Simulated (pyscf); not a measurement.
**Concerted two-bond exchange: `[SiH][AsH2]` [singlet] + `[OH2]` → `[OH][SiH]=[AsH]` + `[H][H]`**

Gas phase, singlet surface, charge 0. Bonds broken: As1–H3, O6–H7. Bonds formed: Si2–O6, H3–H7. Structures and frequencies: ωB97X-D3(BJ)/def2-SVP in PySCF.

Transition state (Å):

```xyz
8

As    -1.0469     0.9392    -0.8066
Si     1.0510     0.5189     0.0342
H     -1.6492    -0.6652     0.1487
H     -1.5039     1.5863     0.4889
H      1.3719    -0.6421    -0.8914
O      0.2907    -0.3312     1.4014
H     -1.0190    -0.7228     0.7795
H      0.8589    -0.8522     1.9849
```

One imaginary mode, 829i cm⁻¹; descent along it reached the two sides named, in the forms told below.

| bond | change | reactant side (Å) | saddle | product side |
|---|---|---|---|---|
| As1–H3 | breaks | 1.530 | 1.962 | 5.0 |
| O6–H7 | breaks | 0.971 | 1.502 | 2.592 |
| Si2–O6 | forms | 2.091 | 1.780 | 1.658 |
| H3–H7 | forms | 2.190 | 0.894 | 0.760 |

Electronic energies relative to the separated reactants (kcal/mol):

| level | barrier | reaction energy | reverse barrier |
|---|---|---|---|
| ωB97X-D3(BJ)/def2-TZVP | 14.7 | -37.3 | 52.0 |
| PBE/def2-TZVP | 5.6 | -36.7 | 42.3 |
| r²SCAN/def2-TZVP | 6.8 | -41.3 | 48.1 |
| B3LYP-D3(BJ)/def2-TZVP | 10.4 | -37.1 | 47.5 |
| PBE0-D3(BJ)/def2-TZVP | 10.7 | -36.2 | 46.9 |
| M06-2X/def2-TZVP | 14.1 | -38.4 | 52.5 |
| ωB97M-D3(BJ)/def2-TZVP | 15.3 | -35.1 | 50.5 |
| HF/def2-TZVP | 36.8 | -32.0 | 68.7 |

With ωB97M-D3(BJ)/def2-TZVP energies and thermal terms (ideal gas, 1 atm, RRHO with modes under 100 cm⁻¹ raised to 100, one conformer, R ln 2 for chiral ones without a mode under 150 cm⁻¹), in kcal/mol:

| T (K) | ΔH‡ | ΔG‡ | ΔH | ΔG |
|---|---|---|---|---|
| 298 | 13.4 | 24.9 | -37.3 | -34.4 |
| 600 | 13.4 | 36.7 | -36.4 | -31.8 |
| 900 | 14.2 | 48.2 | -35.6 | -29.6 |
| 1200 | 15.1 | 59.5 | -34.9 | -27.8 |

On the reactant side the descent ends in an adduct with a O–Si contact, 17.0 kcal/mol under the separated species and 31.7 kcal/mol under the saddle at ωB97X-D3(BJ)/def2-TZVP. What is counted as formed (O–Si) is already present as a longer contact in the reactant adduct; forming that adduct is a step of its own. The same reactants have a lower exit, to HO–Si:–AsH₂ [singlet] + H₂ (barrier +6.5 kcal/mol at ωB97M-D3(BJ)/def2-TZVP, against +15.3 kcal/mol here). :HSi–AsH₂ [singlet] lies 16.8 kcal/mol over its isomer H₂Si=AsH (electronic energy, ωB97M-D3(BJ)/def2-TZVP). This is the saddle that the search found; another between the same sides may lie lower. Elements up to Kr have no core potential and no relativistic terms here.
